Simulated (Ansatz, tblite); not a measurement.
# The cluster As₄+: which isomer is lowest

Which shape does the cluster As₄+ prefer? Candidates from a tight-binding search are relaxed and compared.

Program: Ansatz 0.2.0, Gaussian basis. Level of theory: relaxed with PBE-D4/def2-SVP, doublet. These are calculated values, not measurements.

2 further runs of the same task are left out: 2 set aside as unsound or not needed. Runs told in other sessions of the task aren't counted.

## 1. Where the work starts

4 atoms, charge 1, spin multiplicity 2.

Atoms are counted from 1 here; the program's logs count them from 0.

Bond lengths: As1–As2 2.366 Å, As1–As4 2.367 Å, As2–As3 2.366 Å, As3–As4 2.366 Å. Angles: As2–As1–As4 65.9°, As1–As2–As3 65.9°, As2–As3–As4 65.9°, As1–As4–As3 65.9°.

The ion is computed in the gas phase, without counter-ions or solvent.

A search from random starts with GFN2-xTB found 4 distinct shapes; 2 go on here. The structure above is candidate A, which lies 0.00 eV above the lowest at that level; B lies 0.52 eV above the lowest at that level.

## 2. Relaxing candidate A

Input file in.yaml:

```yaml
crystal:
  periodic: [false, false, false]
  atoms:
    - {symbol: As, position_ang: [-0.825720, -0.094740, -1.239880]}
    - {symbol: As, position_ang: [0.894590, -1.193960, -0.043850]}
    - {symbol: As, position_ang: [0.920350, 1.161780, 0.173030]}
    - {symbol: As, position_ang: [-0.989230, 0.126920, 1.110690]}
basis:
  gaussian: {orbitals: def2-SVP}
total_charge: 1
magnetization: {spin_polarized: true, initial_magnetization: 1}
hamiltonian: {xc: pbe, dispersion: d4}
scf: {lower_state_search: "off"}
output: {orbitals: {seedname: orbitals}}
relax: {f_tol: 0.02, max_steps: 100}
```

Command:

```sh
ansatz run in.yaml --threads 4 --pin off --events-out ev --progress --plain --max-ram 4787MiB
```

The log of the run, cut to the lines that bear on the results:

```text
Functional definition: PBE
  name "PBE"
  cite "Perdew, Burke & Ernzerhof, Phys. Rev. Lett. 77, 3865 (1996) doi:10.1103/PhysRevLett.77.3865"
  parent pbe
[...]
1452 factors; their error is unknown
[...]
mean field -243293.74131101 eV, -8940.8800827589 hartree, gradient 5.2e-6 eV, S^2 0.753248; 0 other end points of the search recorded, 0 dependent functions left out
[...]
reference -243293.74134198 eV, -8940.8800838970 hartree; 66, 65 occupied and 62, 63 virtual orbitals, 1452 factors
relax step   1: F+E_penalty+E_count = -243293.99572820 eV  Δ(F+E_penalty+E_count) = +0.000e0 eV  max|allowed force component| = 1.237e0 eV/Å  Δτ_max = 0.0000 Å  (15 SCF iters, accepted)
[...]
relax step   2: F+E_penalty+E_count = -243294.11921122 eV  Δ(F+E_penalty+E_count) = -1.235e-1 eV  max|allowed force component| = 1.098e-1 eV/Å  Δτ_max = 0.0593 Å  (20 SCF iters, accepted)
[...]
relax step   3: F+E_penalty+E_count = -243294.12253299 eV  Δ(F+E_penalty+E_count) = -3.322e-3 eV  max|allowed force component| = 7.912e-3 eV/Å  Δτ_max = 0.0140 Å  (18 SCF iters, accepted)
Total energy: -243294.12256442 eV, -8940.8940935631 hartree
Atom 0 at    -0.857474    -0.112683    -1.270813 Å, force    -0.006946    -0.002560    -0.007469 eV/Å
Atom 1 at     0.928671    -1.223468    -0.059834 Å, force     0.007483    -0.007251    -0.002174 eV/Å
Atom 2 at     0.953142     1.190310     0.193827 Å, force     0.007376     0.006999     0.003189 eV/Å
Atom 3 at    -1.024349     0.145842     1.136811 Å, force    -0.007912     0.002811     0.006453 eV/Å
Dipole moment:    -0.000001     0.000000    -0.000001 e Å
Checks for a lower state left out: stability, starts, cluster_reference, orbital_swaps, neighbouring_geometries, increment
```

Wall time 4.7 s (4 threads of Arm Neoverse V1, shared host).

Relaxation path:

| step | energy from step 1 (eV) | largest force component (eV/Å) |
| --- | --- | --- |
| 1 | 0.0000 | 1.2372 |
| 2 | -0.1235 | 0.1098 |
| 3 | -0.1268 | 0.0079 |

Close pairs (by a distance rule), those that changed most:

| bond | before (Å) | after (Å) | change (Å) |
| --- | --- | --- | --- |
| As1–As3 | 2.574 | 2.669 | +0.095 |
| As2–As4 | 2.574 | 2.669 | +0.094 |
| As2–As3 | 2.366 | 2.427 | +0.061 |
| As3–As4 | 2.366 | 2.427 | +0.061 |
| As1–As2 | 2.366 | 2.427 | +0.061 |
| As1–As4 | 2.367 | 2.427 | +0.061 |

## 3. Relaxing candidate B

Input file in.yaml:

```yaml
crystal:
  periodic: [false, false, false]
  atoms:
    - {symbol: As, position_ang: [-0.362640, 1.330220, -1.153680]}
    - {symbol: As, position_ang: [-0.510630, 0.675190, 1.103650]}
    - {symbol: As, position_ang: [-0.307990, -1.632610, 0.684180]}
    - {symbol: As, position_ang: [1.181260, -0.372800, -0.634150]}
basis:
  gaussian: {orbitals: def2-SVP}
total_charge: 1
magnetization: {spin_polarized: true, initial_magnetization: 1}
hamiltonian: {xc: pbe, dispersion: d4}
scf: {lower_state_search: "off"}
output: {orbitals: {seedname: orbitals}}
relax: {f_tol: 0.02, max_steps: 100}
```

The command is unchanged.

The log of the run, cut to the lines that bear on the results:

```text
Functional definition: PBE
  name "PBE"
  cite "Perdew, Burke & Ernzerhof, Phys. Rev. Lett. 77, 3865 (1996) doi:10.1103/PhysRevLett.77.3865"
  parent pbe
[...]
1452 factors; their error is unknown
[...]
mean field -243293.12016167 eV, -8940.8572559415 hartree, gradient 2.5e-6 eV, S^2 0.769223; 0 other end points of the search recorded, 0 dependent functions left out
[...]
reference -243293.12019253 eV, -8940.8572570755 hartree; 66, 65 occupied and 62, 63 virtual orbitals, 1452 factors
relax step   1: F+E_penalty+E_count = -243293.37705816 eV  Δ(F+E_penalty+E_count) = +0.000e0 eV  max|allowed force component| = 1.079e0 eV/Å  Δτ_max = 0.0000 Å  (18 SCF iters, accepted)
[...]
relax step   3: F+E_penalty+E_count = -243293.45647108 eV  Δ(F+E_penalty+E_count) = -4.900e-3 eV  max|allowed force component| = 3.737e-2 eV/Å  Δτ_max = 0.0228 Å  (23 SCF iters, accepted)
[...]
relax step   4: F+E_penalty+E_count = -243293.45674415 eV  Δ(F+E_penalty+E_count) = -2.731e-4 eV  max|allowed force component| = 3.362e-3 eV/Å  Δτ_max = 0.0053 Å  (18 SCF iters, accepted)
Total energy: -243293.45677532 eV, -8940.8696262650 hartree
Atom 0 at    -0.383369     1.325474    -1.171736 Å, force    -0.001234    -0.003362    -0.000035 eV/Å
Atom 1 at    -0.518772     0.703175     1.148700 Å, force     0.003026     0.000201     0.000235 eV/Å
Atom 2 at    -0.329156    -1.647929     0.672715 Å, force    -0.002429     0.000528    -0.002068 eV/Å
Atom 3 at     1.231297    -0.380719    -0.649679 Å, force     0.000637     0.002633     0.001869 eV/Å
Dipole moment:    -0.081052    -0.036683    -0.056770 e Å
Checks for a lower state left out: stability, starts, cluster_reference, orbital_swaps, neighbouring_geometries, increment
```

Wall time 6.5 s (4 threads of Arm Neoverse V1, shared host).

Step by step:

| step | energy from step 1 (eV) | largest force component (eV/Å) |
| --- | --- | --- |
| 1 | 0.0000 | 1.0787 |
| 2 | -0.0745 | 0.1554 |
| 3 | -0.0794 | 0.0374 |
| 4 | -0.0797 | 0.0034 |

Close pairs (by a distance rule), those that changed most:

| bond | before (Å) | after (Å) | change (Å) |
| --- | --- | --- | --- |
| As2–As4 | 2.642 | 2.733 | +0.091 |
| As2–As3 | 2.354 | 2.406 | +0.052 |
| As3–As4 | 2.354 | 2.406 | +0.052 |
| As1–As2 | 2.355 | 2.406 | +0.051 |
| As1–As4 | 2.357 | 2.406 | +0.050 |

## 4. The relaxed candidates

| candidate | point group | bonds (count, mean Å) | energy above the lowest (kJ/mol) |
| --- | --- | --- | --- |
| A | D2d | As–As 6, 2.51 | 0.0 |
| B | C2v | As–As 5, 2.47 | 64.2 |

## 5. Candidate B, GFN1-xTB

Tight binding, by tblite at 300 K electronic temperature and without a spin-polarisation term:

```python
tblite.interface.Calculator('GFN1-xTB', numbers, positions, charge=1, uhf=1).singlepoint()
```

Energy -243.7312 eV; 0.006 s.

## 6. Candidate B, GFN2-xTB

Tight binding, by tblite at 300 K electronic temperature and without a spin-polarisation term:

```python
tblite.interface.Calculator('GFN2-xTB', numbers, positions, charge=1, uhf=1).singlepoint()
```

Energy -246.8868 eV; 0.005 s.

## 7. Candidate B, PBE0-D4/def2-TZVP

start.molden holds the orbitals of an earlier run on this state, given as this run's starting guess.

Input file in.yaml:

```yaml
crystal:
  periodic: [false, false, false]
  atoms:
    - {symbol: As, position_ang: [-0.383369, 1.325474, -1.171736]}
    - {symbol: As, position_ang: [-0.518772, 0.703175, 1.148700]}
    - {symbol: As, position_ang: [-0.329156, -1.647929, 0.672715]}
    - {symbol: As, position_ang: [1.231297, -0.380719, -0.649679]}
basis:
  gaussian: {orbitals: def2-TZVP, initial_orbitals: start.molden}
total_charge: 1
magnetization: {spin_polarized: true, initial_magnetization: 1}
hamiltonian: {xc: pbe0, dispersion: d4}
scf: {omitted_lower_state_checks: [starts]}
output: {orbitals: {seedname: orbitals}}
```

Same command.

The log of the run, cut to the lines that bear on the results:

```text
Functional definition: PBE0
  name "PBE0"
  cite "Adamo & Barone, J. Chem. Phys. 110, 6158 (1999) doi:10.1063/1.478522"
  cite "Perdew, Burke & Ernzerhof, Phys. Rev. Lett. 77, 3865 (1996) doi:10.1103/PhysRevLett.77.3865"
  parent pbe
[...]
1305 factors; integrals over basis functions are off by at most 6.1e-4 eV
[...]
mean field -243329.75425488 eV, -8942.2035340354 hartree, gradient 3.3e-5 eV, S^2 0.829082; 0 other end points of the search recorded, 0 dependent functions left out
reference -243329.75427739 eV, -8942.2035348629 hartree; 66, 65 occupied and 126, 127 virtual orbitals, 1305 factors
Total energy: -243329.97109275 eV, -8942.2115026804 hartree
Checks for a lower state left out: starts
```

Wall time 10 s (4 threads of Arm Neoverse V1, shared host); peak memory 0.82 GiB.

From the report: HOMO -11.31 eV, LUMO -8.86 eV (over both spins); ⟨S²⟩ 0.829 (pure: 0.75).

## 8. Candidate B, PBE-D4/def2-TZVP

Edit in.yaml of step 7 so:

```diff
@@ -11,4 +11,4 @@
 magnetization: {spin_polarized: true, initial_magnetization: 1}
-hamiltonian: {xc: pbe0, dispersion: d4}
+hamiltonian: {xc: pbe, dispersion: d4}
 scf: {omitted_lower_state_checks: [starts]}
-output: {orbitals: {seedname: orbitals}}
+output: {forces: true, orbitals: {seedname: orbitals}}
```

Same command.

The log of the run, cut to the lines that bear on the results:

```text
Functional definition: PBE
  name "PBE"
  cite "Perdew, Burke & Ernzerhof, Phys. Rev. Lett. 77, 3865 (1996) doi:10.1103/PhysRevLett.77.3865"
  parent pbe
[...]
1492 factors; their error is unknown
[...]
mean field -243323.33040174 eV, -8941.9674617869 hartree, gradient 1.5e-5 eV, S^2 0.773472; 0 other end points of the search recorded, 0 dependent functions left out
[...]
reference -243323.33043161 eV, -8941.9674628848 hartree; 66, 65 occupied and 126, 127 virtual orbitals, 1492 factors
Total energy: -243323.58647220 eV, -8941.9768722028 hartree
Atom 0 at    -0.383369     1.325474    -1.171736 Å, force     0.042515    -0.084783     0.091622 eV/Å
Atom 1 at    -0.518772     0.703175     1.148700 Å, force     0.061106    -0.080723    -0.131916 eV/Å
Atom 2 at    -0.329156    -1.647929     0.672715 Å, force     0.037690     0.119937    -0.035000 eV/Å
Atom 3 at     1.231297    -0.380719    -0.649679 Å, force    -0.141312     0.045569     0.075294 eV/Å
Dipole moment:    -0.074229    -0.033596    -0.051990 e Å
Checks for a lower state left out: starts
```

Wall time 4.7 s (4 threads of Arm Neoverse V1, shared host).

From the report: HOMO -10.28 eV, LUMO -9.41 eV (over both spins); ⟨S²⟩ 0.773 (pure: 0.75).

## 9. Candidate B, r2SCAN-D4/def2-TZVP

Edit in.yaml of step 8 so:

```diff
@@ -11,4 +11,4 @@
 magnetization: {spin_polarized: true, initial_magnetization: 1}
-hamiltonian: {xc: pbe, dispersion: d4}
+hamiltonian: {xc: r2scan, dispersion: d4}
 scf: {omitted_lower_state_checks: [starts]}
-output: {forces: true, orbitals: {seedname: orbitals}}
+output: {orbitals: {seedname: orbitals}}
```

The command is unchanged.

The log of the run:

```text
Functional definition: r2SCAN
  name "r2SCAN"
  cite "Furness, Kaplan, Ning, Perdew & Sun, J. Phys. Chem. Lett. 11, 8208 (2020) doi:10.1021/acs.jpclett.0c02405"
  cite "Furness, Kaplan, Ning, Perdew & Sun, J. Phys. Chem. Lett. 11, 9248 (2020) doi:10.1021/acs.jpclett.0c03077"
  parent r2scan
  parameter k0 = 0.174
  parameter k1 = 0.065
  parameter a1 = 4.9479
  exchange = r2scan_x(k0 = k0, k1 = k1, a1 = a1)
  correlation = r2scan_c
these checks for a lower state are left out or cut short: starts
1492 factors; their error is unknown
mean field evaluation 1: about -243358.2612 eV, gradient 8.2e0 eV
mean field evaluation 2: about -243358.3476 eV, gradient 1.3e-1 eV
mean field evaluation 4: about -243358.3355 eV, gradient 1.3e-3 eV
mean field -243358.33546605 eV, -8943.2538741729 hartree, gradient 2.7e-5 eV, S^2 0.816532; 0 other end points of the search recorded, 0 dependent functions left out
reference -243358.33547654 eV, -8943.2538745585 hartree; 66, 65 occupied and 126, 127 virtual orbitals, 1492 factors
Total energy: -243358.38151156 eV, -8943.2555663141 hartree
Checks for a lower state left out: starts
```

It took 11 s on 4 threads of Arm Neoverse V1, shared host.

HOMO -10.70 eV, LUMO -9.54 eV (over both spins); ⟨S²⟩ 0.817 (pure: 0.75).

## 10. Candidate B, BLYP-D4/def2-TZVP

Edit in.yaml of step 9 so:

```diff
@@ -11,3 +11,3 @@
 magnetization: {spin_polarized: true, initial_magnetization: 1}
-hamiltonian: {xc: r2scan, dispersion: d4}
+hamiltonian: {xc: {name: BLYP}, dispersion: d4}
 scf: {omitted_lower_state_checks: [starts]}
```

Launched as before.

The log of the run:

```text
Functional definition: BLYP
  name "BLYP"
  cite "Becke, Phys. Rev. A 38, 3098 (1988) doi:10.1103/PhysRevA.38.3098"
  cite "Lee, Yang & Parr, Phys. Rev. B 37, 785 (1988) doi:10.1103/PhysRevB.37.785"
  parameter beta = 0.0042
  parameter a = 0.04918
  parameter b = 0.132
  parameter c = 0.2533
  parameter d = 0.349
  exchange = b88_x(beta = beta)
  correlation = lyp_c(a = a, b = b, c = c, d = d)
these checks for a lower state are left out or cut short: starts
1492 factors; their error is unknown
mean field evaluation 1: about -243364.8322 eV, gradient 1.3e1 eV
mean field evaluation 2: about -243365.1708 eV, gradient 4.4e-1 eV
mean field evaluation 4: about -243365.1615 eV, gradient 1.1e-1 eV
mean field evaluation 8: about -243365.1615 eV, gradient 1.8e-5 eV
mean field -243365.16153088 eV, -8943.5047274287 hartree, gradient 1.8e-5 eV, S^2 0.765856; 0 other end points of the search recorded, 0 dependent functions left out
reference -243365.16182490 eV, -8943.5047382336 hartree; 66, 65 occupied and 126, 127 virtual orbitals, 1492 factors
Total energy: -243365.69888787 eV, -8943.5244749337 hartree
Checks for a lower state left out: starts
```

It took 4.2 s on 4 threads of Arm Neoverse V1, shared host.

HOMO -10.02 eV, LUMO -9.22 eV (over both spins); ⟨S²⟩ 0.766 (pure: 0.75).

## 11. Candidate B, B2PLYP/def2-TZVP

Edit in.yaml of step 10 so:

```diff
@@ -11,4 +11,3 @@
 magnetization: {spin_polarized: true, initial_magnetization: 1}
-hamiltonian: {xc: {name: BLYP}, dispersion: d4}
+hamiltonian: {xc: {name: B2PLYP}}
 scf: {omitted_lower_state_checks: [starts]}
-output: {orbitals: {seedname: orbitals}}
```

Launched as before.

The log of the run, cut to the lines that bear on the results:

```text
Functional definition: B2PLYP
  name "B2PLYP"
  cite "Grimme, J. Chem. Phys. 124, 034108 (2006) doi:10.1063/1.2148954"
  cite "Becke, Phys. Rev. A 38, 3098 (1988) doi:10.1103/PhysRevA.38.3098"
  cite "Lee, Yang & Parr, Phys. Rev. B 37, 785 (1988) doi:10.1103/PhysRevB.37.785"
[...]
1305 factors; integrals over basis functions are off by at most 6.1e-4 eV
[...]
mean field -243309.87894116 eV, -8941.4731297281 hartree, gradient 3.5e-6 eV, S^2 0.948159; 0 other end points of the search recorded, 0 dependent functions left out
36 core orbitals not correlated: weight in the atoms' cores, before any rotation towards them, 1.000 or more for the frozen orbitals, at most 0.000 for the correlated occupied ones
reference -243309.87908137 eV, -8941.4731348810 hartree; 30, 29 occupied and 126, 127 virtual orbitals, 1305 factors
second order -33.28068341 eV of doubles, -0.00000000 eV of singles
Total energy: -243318.86486589 eV, -8941.8033563713 hartree
Checks for a lower state left out: starts
```

Run time: 14 s. Hardware: 4 threads of Arm Neoverse V1, shared host; peak memory 0.81 GiB.

⟨S²⟩ 0.948 (pure: 0.75). Doubts: spin contamination.

## 12. Candidate B, CCSD(T)/def2-SVP

Edit in.yaml of step 11 so:

```diff
@@ -8,6 +8,7 @@
 basis:
-  gaussian: {orbitals: def2-TZVP, initial_orbitals: start.molden}
+  gaussian: {orbitals: def2-SVP, initial_orbitals: start.molden}
 total_charge: 1
 magnetization: {spin_polarized: true, initial_magnetization: 1}
-hamiltonian: {xc: {name: B2PLYP}}
-scf: {omitted_lower_state_checks: [starts]}
+correlation: {method: ccsd_t}
+scf: {omitted_lower_state_checks: [starts, cluster_reference]}
+output: {orbitals: {seedname: orbitals}}
```

The command is unchanged.

The log of the run, cut to the lines that bear on the results:

```text
Functional definition: HF
  name "HF"
  cite "Fock, Z. Phys. 61, 126 (1930) doi:10.1007/BF01340294"
  parent pbe
[...]
1261 factors; integrals over basis functions are off by at most 6.2e-4 eV
[...]
mean field -243146.76330047 eV, -8935.4787404968 hartree, gradient 2.1e-6 eV, S^2 1.484912; 0 other end points of the search recorded, 0 dependent functions left out
36 core orbitals not correlated: weight in the atoms' cores, before any rotation towards them, 1.000 or more for the frozen orbitals, at most 0.000 for the correlated occupied ones
reference -243146.76330047 eV, -8935.4787404968 hartree; 30, 29 occupied and 62, 63 virtual orbitals, 1261 factors
second order -23.26676206 eV of doubles, -0.00000000 eV of singles
cycle   1  -22.24735933 eV  change     1.0e0 eV  update   1.6e-1
[...]
cycle  13  -23.46041876 eV  change   -6.8e-5 eV  update   2.9e-5
perturbative correction -1.07476829 eV, -0.0394970063 hartree
Total energy: -243171.29848752 eV, -8936.3803919903 hartree
Checks for a lower state left out: starts, cluster_reference
```

Wall time 63 s (4 threads of Arm Neoverse V1, shared host); peak memory 1.6 GiB.

Report: Hartree-Fock HOMO -14.06 eV, LUMO -5.78 eV (over both spins); ⟨S²⟩ 1.485 (pure: 0.75); T1 0.036. Doubts: spin contamination.

## 13. B against A

The energies of A at these levels come from its own runs, whose logs aren't repeated here.

| level | B above A (kJ/mol) | time |
| --- | --- | --- |
| GFN1-xTB | +46.4 | 0.01 s |
| GFN2-xTB | +47.9 | 0.009 s |
| HF/def2-SVP† | +2.3 |  |
| PBE-D4/def2-TZVP | +69.4 | 8.7 s |
| BLYP-D4/def2-TZVP | +54.1 | 8.7 s |
| r2SCAN-D4/def2-TZVP | +69.3 | 21 s |
| PBE0-D4/def2-TZVP | +72.1 | 19 s |
| B2PLYP/def2-TZVP† | +73.4 | 26 s |
| MP2/def2-SVP† | +123.9 |  |
| CCSD/def2-SVP† | +50.4 |  |
| CCSD(T)/def2-SVP† | +55.5 | 86 s |

Times add the two runs; a level without a time comes out of a correlated run. † marks a level with a doubtful state (flagged, unstable, out of aufbau order, or strongly spin-contaminated); such levels are left out of the summary. CCSD(T)/def2-SVP is no safe reference here (spin contamination).

## 14. Results

```
                                                         quantity                  value
B above A, range of the levels free of doubt, tight binding aside  +54.1 to +72.1 kJ/mol
                                          levels that put B lower                   none
```

In words: All levels free of doubt put A (D2d) below B (C2v), by 46.4 to 72.1 kJ/mol. The search was small, so a lower isomer may exist. Only doublets are compared; another spin may lie lower and prefer another shape.
